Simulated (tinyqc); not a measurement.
UHF in the sto-3g basis, for OH+, spin multiplicity 3, step by step (part 2 of 2). Computed by tinyqc, a small Python program that keeps every step (integrals from PySCF). Command: `OMP_NUM_THREADS=1 python tinyqc.py 24482 24483 out.jsonl` (the two numbers bound the seeds that draw the settings). One thread of a shared host (Intel(R) Xeon(R) Processor @ 2.60GHz), about 0.1 s of CPU time with the checks.

Geometry (angstrom):
```
atom         x         y         z
O     0.000000  0.000000  0.000000
H     0.000000  0.000000  1.028000
```

## Iteration 3: DIIS over 3 matrices

error matrix X^T (FDS - SDF) X (alpha):
```
           1          2          3          4          5          6
1   0.000000   0.000978   0.008315  -0.005032   0.008654  -0.020281
2  -0.000978   0.000000  -0.081439   0.049820  -0.075021   0.184658
3  -0.008315   0.081439   0.000000   0.004580   0.082786  -0.118824
4   0.005032  -0.049820  -0.004580   0.000000  -0.054863   0.083075
5  -0.008654   0.075021  -0.082786   0.054863   0.000000   0.078252
6   0.020281  -0.184658   0.118824  -0.083075  -0.078252   0.000000
```

B (overlaps of the stored error matrices), lower triangle:
```
               1              2              3
1  2.3848239e+02
2  1.5423839e+01  2.1389311e+00
3  1.2442760e+00  5.5072457e-01  3.0572520e-01
```

Minimise |sum c_i e_i|^2 with sum c_i = 1: solve [B -1; -1 0][c; lambda] = [0; -1] with B_ij = tr e_i^T e_j summed over both spins, and take F = sum c_i F_i.

DIIS coefficients: 0.017474  -0.363677  1.346203

extrapolated F(alpha) (hartree), lower triangle:
```
             1O 1s      1O 2s     1O 2px     1O 2py     1O 2pz      2H 1s
1O 1s   -21.098655
1O 2s    -5.374120  -3.178033
1O 2px   -0.002848   0.013374  -1.068564
1O 2py   -0.008600  -0.058131  -0.003499  -1.100421
1O 2pz   -0.005396  -0.096180   0.094943  -0.016546  -1.151874
2H 1s    -1.053195  -1.154884  -0.060382   0.030414  -0.718389  -0.935863
```

extrapolated F(beta) (hartree), lower triangle:
```
             1O 1s      1O 2s     1O 2px     1O 2py     1O 2pz      2H 1s
1O 1s   -21.007217
1O 2s    -5.301529  -2.814472
1O 2px    0.001892  -0.042818  -0.449825
1O 2py   -0.008644   0.089864  -0.220037  -0.489234
1O 2pz   -0.003319  -0.183189  -0.215049  -0.195285  -0.519447
2H 1s    -1.031798  -1.043204  -0.132563  -0.084547  -0.549292  -0.779125
```

## Iteration 3: diagonalisation and new density

X, lower triangle:
```
            1O 1s      1O 2s    1O 2px    1O 2py     1O 2pz     2H 1s
1O 1s    1.023008
1O 2s   -0.132113   1.117489
1O 2px   0.000000   0.000000  1.000000
1O 2py   0.000000   0.000000  0.000000  1.000000
1O 2pz  -0.007864   0.080089  0.000000  0.000000   1.067116
2H 1s    0.022522  -0.278286  0.000000  0.000000  -0.234018  1.159648
```

D(alpha) after iteration 2, lower triangle:
```
            1O 1s      1O 2s     1O 2px     1O 2py    1O 2pz     2H 1s
1O 1s    1.062733
1O 2s   -0.273293   1.203607
1O 2px   0.013094  -0.117017   0.906524
1O 2py  -0.007761   0.069354   0.055402   0.967165
1O 2pz  -0.005780   0.004229  -0.189238   0.112158  0.816872
2H 1s    0.040702  -0.234845   0.335961  -0.199118  0.136571  0.270026
```

D(beta) after iteration 2, lower triangle:
```
            1O 1s      1O 2s    1O 2px    1O 2py    1O 2pz     2H 1s
1O 1s    1.060146
1O 2s   -0.261726   1.145347
1O 2px  -0.009312   0.001122  0.307146
1O 2py   0.046964  -0.236959  0.308470  0.359295
1O 2pz  -0.031832   0.108283  0.219882  0.198486  0.167497
2H 1s    0.036672  -0.189222  0.194323  0.234641  0.121290  0.154440
```

overlap S, lower triangle:
```
           1O 1s     1O 2s    1O 2px    1O 2py    1O 2pz     2H 1s
1O 1s   1.000000
1O 2s   0.236704  1.000000
1O 2px  0.000000  0.000000  1.000000
1O 2py  0.000000  0.000000  0.000000  1.000000
1O 2pz  0.000000  0.000000  0.000000  0.000000  1.000000
2H 1s   0.045602  0.429536  0.000000  0.000000  0.367898  1.000000
```

A level shift of 1 hartree raises the virtual space: F + shift (S - S D(s) S), with D(s) the density of one spin. Diagonalise F' = X^T F X, C = X C', fill 5 alpha and 3 beta electrons from the bottom; D(s) = C_occ C_occ^T. Each column has its largest component positive (the first on a tie).

F' = X^T F X (alpha) (hartree), lower triangle:
```
            1          2          3          4          5         6
1  -20.725513
2   -2.680906  -2.163457
3   -0.008901   0.071418  -0.975088
4    0.000949  -0.092394  -0.058901  -1.067585
5   -0.026931   0.083605   0.234861  -0.099490  -0.846218
6   -0.135087  -0.550145  -0.354213   0.208147  -0.797498  0.269878
```

orbital energies (alpha) (hartree): MO1 -21.107070, MO2 -1.925917, MO3 -1.239498, MO4 -1.095490, MO5 -1.057148, MO6 0.917141

coefficients C (alpha):
```
              MO1        MO2        MO3        MO4        MO5        MO6
1O 1s    0.994490  -0.259365   0.052387   0.008528   0.032833   0.066275
1O 2s    0.023427   1.007549  -0.252326  -0.008011  -0.195682  -0.482042
1O 2px   0.000102  -0.000066  -0.292883  -0.057906   0.928070  -0.222605
1O 2py   0.000503   0.051137  -0.110649   0.982947   0.056528   0.125546
1O 2pz   0.002343   0.149319   0.829880   0.164864   0.111401  -0.670362
2H 1s   -0.005547   0.016905   0.239828  -0.138197   0.339029   1.133854
```

F' = X^T F X (beta) (hartree), lower triangle:
```
            1          2          3          4          5         6
1  -20.642300
2   -2.665833  -1.761600
3    0.013463  -0.067252   0.243029
4   -0.041661   0.284489  -0.528507   0.151471
5   -0.000524  -0.120843  -0.455013  -0.426558   0.421328
6   -0.132249  -0.547527  -0.319546  -0.286966  -0.607150  0.478055
```

orbital energies (beta) (hartree): MO1 -21.013483, MO2 -1.598596, MO3 -0.958635, MO4 0.604702, MO5 0.752685, MO6 1.103310

coefficients C (beta):
```
              MO1        MO2        MO3        MO4        MO5        MO6
1O 1s    0.995305  -0.250635   0.065824   0.061109   0.027155   0.048094
1O 2s    0.020127   0.978926  -0.329761  -0.349867  -0.094762  -0.388925
1O 2px  -0.000018   0.119294   0.512123  -0.462002   0.705704   0.109702
1O 2py   0.000254  -0.027868   0.578297  -0.427847  -0.694047  -0.006471
1O 2pz   0.002113   0.182051   0.409510   0.416703   0.085461  -0.904537
2H 1s   -0.005022   0.046936   0.352606   0.554434  -0.059378   1.019812
```

D(alpha) after iteration 3, lower triangle:
```
            1O 1s      1O 2s     1O 2px     1O 2py    1O 2pz     2H 1s
1O 1s    1.060175
1O 2s   -0.257737   1.117728
1O 2px   0.014753  -0.107305   0.950447
1O 2py  -0.008321   0.060518   0.027947   0.984238
1O 2pz   0.012141  -0.082018  -0.149226   0.084161  0.750592
2H 1s    0.012616  -0.108847   0.252401  -0.142350  0.216525  0.191873
```

D(beta) after iteration 3, lower triangle:
```
            1O 1s      1O 2s    1O 2px    1O 2py    1O 2pz     2H 1s
1O 1s    1.057783
1O 2s   -0.247026   1.067443
1O 2px   0.003793  -0.052099  0.276501
1O 2py   0.045304  -0.217976  0.292835  0.335204
1O 2pz  -0.016570   0.043216  0.231437  0.231746  0.200845
2H 1s    0.006448  -0.070430  0.186177  0.202602  0.152930  0.126559
```

## Iteration 23 (converged): orbitals

converged F(alpha) (hartree), lower triangle:
```
             1O 1s      1O 2s     1O 2px     1O 2py     1O 2pz      2H 1s
1O 1s   -21.177596
1O 2s    -5.398166  -3.226316
1O 2px    0.000000  -0.000001  -1.199250
1O 2py   -0.000002  -0.000011   0.000000  -1.199250
1O 2pz   -0.019929  -0.127549   0.000001   0.000007  -1.119362
2H 1s    -1.057758  -1.184418   0.000000  -0.000001  -0.732366  -0.910996
```

converged F(beta) (hartree), lower triangle:
```
             1O 1s      1O 2s     1O 2px     1O 2py     1O 2pz      2H 1s
1O 1s   -21.124144
1O 2s    -5.319565  -2.843931
1O 2px    0.000000   0.000001  -0.264111
1O 2py   -0.000002   0.000017   0.000000  -0.264111
1O 2pz   -0.019289  -0.098880  -0.000007  -0.000060  -0.971282
2H 1s    -1.039808  -1.096293  -0.000002  -0.000021  -0.723587  -0.947779
```

Diagonalise F' = X^T F X, C = X C', fill 5 alpha and 3 beta electrons from the bottom; D(s) = C_occ C_occ^T. Each column has its largest component positive (the first on a tie).

F' = X^T F X (alpha) (hartree), lower triangle:
```
            1          2          3          4          5          6
1  -20.802366
2   -2.691648  -2.213289
3    0.000000  -0.000001  -1.199250
4   -0.000001  -0.000012   0.000000  -1.199250
5   -0.037168   0.021047   0.000001   0.000007  -0.954936
6   -0.134953  -0.491106   0.000000   0.000000  -0.497693  -0.389027
```

orbital energies (alpha) (hartree): MO1 -21.186312, MO2 -1.984378, MO3 -1.199250, MO4 -1.199250, MO5 -1.187651, MO6 -0.001277

coefficients C (alpha):
```
              MO1        MO2        MO3        MO4        MO5        MO6
1O 1s    0.994397  -0.255581  -0.000050   0.000000   0.066279   0.077639
1O 2s    0.023867   0.980385   0.000248   0.000000  -0.326360  -0.530902
1O 2px   0.000000   0.000001   0.096817   0.995302   0.000078   0.000000
1O 2py   0.000000   0.000012   0.995302  -0.096817   0.000794  -0.000001
1O 2pz   0.003233   0.138868  -0.000662   0.000000   0.826347  -0.705573
2H 1s   -0.005950   0.073272  -0.000261   0.000000   0.327442   1.168279
```

F' = X^T F X (beta) (hartree), lower triangle:
```
            1          2          3          4          5          6
1  -20.760658
2   -2.664132  -1.808711
3    0.000000   0.000002  -0.264111
4   -0.000004   0.000021   0.000000  -0.264111
5   -0.040722   0.071157  -0.000006  -0.000058  -0.788702
6   -0.135042  -0.484783  -0.000002  -0.000015  -0.516934  -0.458706
```

orbital energies (beta) (hartree): MO1 -21.130040, MO2 -1.645313, MO3 -1.082178, MO4 -0.264111, MO5 -0.264111, MO6 0.040753

coefficients C (beta):
```
              MO1        MO2        MO3        MO4        MO5        MO6
1O 1s    0.995466  -0.237194   0.095697  -0.000011   0.000000   0.090526
1O 2s    0.019465   0.897344  -0.458524   0.000060   0.000000  -0.578138
1O 2px   0.000000   0.000000   0.000008   0.107250   0.994232   0.000005
1O 2py   0.000000  -0.000002   0.000076   0.994232  -0.107250   0.000041
1O 2pz   0.002762   0.159987   0.760616  -0.000026   0.000000  -0.771905
2H 1s   -0.004900   0.200225   0.392807  -0.000076   0.000000   1.132734
```

D(alpha) after iteration 23, lower triangle:
```
            1O 1s      1O 2s    1O 2px     1O 2py    1O 2pz     2H 1s
1O 1s    1.058540
1O 2s   -0.248466   1.068236
1O 2px   0.000000   0.000000  1.000000
1O 2py   0.000000   0.000000  0.000000   1.000000
1O 2pz   0.022492  -0.133465  0.000000  -0.000001  0.702145
2H 1s   -0.002942  -0.035171  0.000000   0.000001  0.280737  0.112623
```

D(beta) after iteration 23, lower triangle:
```
            1O 1s      1O 2s    1O 2px    1O 2py    1O 2pz     2H 1s
1O 1s    1.056372
1O 2s   -0.237348   1.015850
1O 2px   0.000001  -0.000004  0.000000
1O 2py   0.000008  -0.000036  0.000000  0.000000
1O 2pz   0.037590  -0.205143  0.000006  0.000057  0.604140
2H 1s   -0.014780  -0.000536  0.000003  0.000029  0.330795  0.194411
```

Within a degenerate level the vectors are fixed only up to a rotation; this is one choice.

## Convergence

Stop when the energy changes by less than 1e-08 hartree and every element of the error matrix X^T (F D S - S D F) X (for each spin) is below 3e-05.

Course of the cycle:
```
iteration   E (hartree)     change  largest element of the error matrix
1          -60.47291067          -                             9.51e+00
2          -73.44969088  -1.30e+01                             5.83e-01
3          -73.76717415  -3.17e-01                             1.90e-01
4          -73.88193312  -1.15e-01                             1.08e-01
5          -73.94178713  -5.99e-02                             6.44e-02
6          -73.97356002  -3.18e-02                             5.04e-02
7          -73.98975411  -1.62e-02                             4.68e-02
8          -74.02105283  -3.13e-02                             3.49e-02
9          -74.03569941  -1.46e-02                             2.29e-02
10         -74.03808075  -2.38e-03                             2.15e-02
11         -74.04431182  -6.23e-03                             1.01e-02
12         -74.04571493  -1.40e-03                             5.90e-03
13         -74.04614413  -4.29e-04                             3.58e-03
14         -74.04627626  -1.32e-04                             1.82e-03
15         -74.04631320  -3.69e-05                             1.01e-03
16         -74.04632404  -1.08e-05                             5.88e-04
17         -74.04632722  -3.19e-06                             3.43e-04
18         -74.04632819  -9.70e-07                             2.05e-04
19         -74.04632849  -2.98e-07                             1.24e-04
20         -74.04632859  -1.01e-07                             7.10e-05
21         -74.04632863  -3.35e-08                             3.94e-05
22         -74.04632864  -1.01e-08                             2.20e-05
23         -74.04632864  -3.11e-09                             1.23e-05
```

PySCF UHF in the same basis, after a stability check = -74.04632864 hartree

Converged in 23 iterations.

## Populations, bond orders and dipole

Mulliken: Z minus the diagonal of D S on the atom; Loewdin: the same with S^(1/2) D S^(1/2); Mayer order: 2 sum_s sum (D(s) S)_ij (D(s) S)_ji over the two atoms.

Charges (e):
```
atom  Mulliken   Loewdin  Mulliken spin
1O    0.515870  0.612434       2.114542
2H    0.484130  0.387566      -0.114542
```

Mayer bond orders:
```
pair     order
2-1   0.752498
```

dipole moment about the origin, x y z (debye): 0.000007  0.000075  2.751526

<S^2> of the determinant (pure state: 2) = 2.010878
